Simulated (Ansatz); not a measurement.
`[CH3][Na]`. Charge 0, multiplicity 1. Correlated methods include outer-core shells of Na, which these sets cover unevenly.

Cartesian coordinates in Å:
```
C -0.136 -0.086 -0.162
Na 1.233 0.783 1.469
H 0.452 -0.623 -0.914
H -0.858 -0.785 0.273
H -0.691 0.712 -0.666
```

**Question.** Give the diagnostics of a CCSD(T)/def2-TZVPP run (frozen core, the Gaussian-basis code of Ansatz). (An estimate is asked.)

**Answer.** Ansatz gave: T1 = 0.0124, largest single amplitude 0.034, largest double 0.036, (T) share of the correlation energy 2.7 %, 10 CCSD cycles. The RHF solution is stable towards an unrestricted one. T1 lies under the customary mark of 0.02 for closed shells.
